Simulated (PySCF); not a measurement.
# [NH4]+ (ammonium) at B3LYP/STO-3G

What is the energy change on altering one bond length of [NH4]+ (ammonium) at B3LYP/STO-3G? Input form: a Python script.

The calculation is run with PySCF 2.14.0.

15 further runs of the same task are left out: 2 that didn't finish, 13 set aside as unsound or not needed.

### Step 1. The structure to begin with

The species is [NH4]+ (5 atoms), meant as a singlet with charge +1. SMILES: `[NH4+]`. Geometry: relaxed at PBE0-D4/def2-TZVP.

Bond lengths: N1–H2 1.024 Å, N1–H3 1.024 Å, N1–H4 1.024 Å, N1–H5 1.024 Å. Angles: H2–N1–H3 109.5°, H2–N1–H4 109.5°, H2–N1–H5 109.5°, H3–N1–H4 109.5°, H3–N1–H5 109.5°, H4–N1–H5 109.5°.

### Step 2. A single-point energy at B3LYP/STO-3G

Input file input.xyz:

```xyz
5
H4N
N      0.000010     0.000010     0.000000
H      0.453330    -0.447860     0.801010
H     -0.972430     0.216180     0.235210
H      0.023940    -0.633460    -0.803650
H      0.495160     0.865130    -0.232580
```

Input file calc.py:

```python
# [NH4+]
from pyscf import gto, dft

molecule = gto.Mole()
molecule.atom = 'input.xyz'
molecule.spin = 0
molecule.charge = 1
molecule.verbose = 3
molecule.basis = 'sto-3g'
molecule.max_memory = 1860
molecule.build()

mf = dft.RKS(molecule)
mf.xc = 'b3lyp'
mf.grids.level = 5
mf.conv_tol = 1e-10
mf.kernel()
if not mf.converged:
    mf = mf.newton().run(mf.mo_coeff, mf.mo_occ)

energy = mf.e_tot
print(f'total energy: {energy:.8f} hartree')
```

On the command line:

```bash
$ OMP_NUM_THREADS=1 python calc.py
```

Standard output:

```text
converged SCF energy = -56.1988229087182
total energy: -56.19882291 hartree
```

Run time: 1.2 s. Hardware: 1 thread of Arm Neoverse V2, shared host; peak memory 0.16 GiB.

### Step 3. The distorted shape

Input file input.py:

```python
from pyscf import gto, dft

mol = gto.M(
    atom='''
N     -0.396096    -0.692061     0.186057
H      0.057224    -1.139931     0.987067
H     -1.368536    -0.475891     0.421267
H     -0.372166    -1.325531    -0.617593
H      0.495160     0.865130    -0.232580
''',
    basis='sto-3g',
    spin=0,
    verbose=3,
    charge=1,
    max_memory=1860,
)

mf = dft.RKS(mol, xc='b3lyp')
mf.conv_tol = 1e-10
mf.grids.level = 5
mf.kernel()
if not mf.converged:
    mf = mf.newton().run(mf.mo_coeff, mf.mo_occ)

e_final = mf.e_tot
print('E(%s) = %.9f' % ('B3LYP', e_final))
```

On the command line:

```bash
$ OMP_NUM_THREADS=1 python input.py
```

Standard output:

```text
converged SCF energy = -56.043975838506
E(B3LYP) = -56.043975839
```

Wall time 1.4 s (1 thread of Arm Neoverse V2, shared host); peak memory 0.16 GiB.

### Step 4. Summary of results

Level: B3LYP/STO-3G.

| quantity | value |
| --- | --- |
| first shape: total energy | -56.19882 Eh |
| first shape: HOMO energy | -22.80 eV |
| first shape: LUMO energy | -0.17 eV |
| first shape: HOMO–LUMO gap | 22.63 eV |
| distorted shape: total energy | -56.04398 Eh |
| distorted shape: HOMO energy | -17.11 eV |
| distorted shape: LUMO energy | -9.77 eV |
| distorted shape: HOMO–LUMO gap | 7.34 eV |
| energy change with the N1–H5 bond stretched from 1.024 to 1.842 Å | 4.214 eV |

With the N1–H5 bond stretched from 1.024 to 1.842 Å the energy rises by 4.21 eV (407 kJ/mol). The first shape isn't relaxed at this level, so the change isn't measured from a minimum. The minimal basis adds a large error of its own. Mulliken charges (first shape) run from -0.45 on N1 to +0.36 on H2; they depend strongly on the basis. Mulliken charges (distorted shape) run from -0.36 on N1 to +0.39 on H5.
